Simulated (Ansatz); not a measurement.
Zinc-blende MgTe (metastable phase) was calculated with PBE+SOC in Ansatz (plane waves, PAW).

Numerical settings: plane-wave cutoff 520 eV, 10×10×10 k mesh, Fermi–Dirac smearing 0.01 eV, PAW data made under PBE.

Pressure at four volumes; x = ln(V/34.493 Å³). One pressure is withheld.

```csv
V (Å³/atom),x,P (GPa)
32.424,-0.0619,?
33.114,-0.0408,1.499
34.493,0.0000,-0.001
36.563,0.0583,-1.740
```

Pass a parabola P(x) through the three rows shown, estimate the bulk modulus and its pressure derivative near zero pressure, and predict the withheld pressure.

Slopes between the rows: (-0.001 − (1.499))/(0.0000 − (-0.0408)) = -36.76 and (-1.740 − (-0.001))/(0.0583 − (0.0000)) = -29.83 GPa. Their difference over the span 0.0991 is c = 6.93/0.0991 = 69.9 GPa, so P(x) = 1.499 + (-36.76)(x − (-0.0408)) + 69.9 (x − (-0.0408))(x − (0.0000)). At the middle row B = −dP/dx = −[-36.76 + 69.9 × 0.0408] = 33.9 GPa, and B′ = dB/dP = 2c/B = 4.1. At x = -0.0619 the parabola gives 2.366 GPa; the run gives 2.374 GPa. The Birch–Murnaghan fit to the energies at all volumes has B0 = 33.7 GPa and B′ = 4.2.

Ansatz is an electronic-structure program.
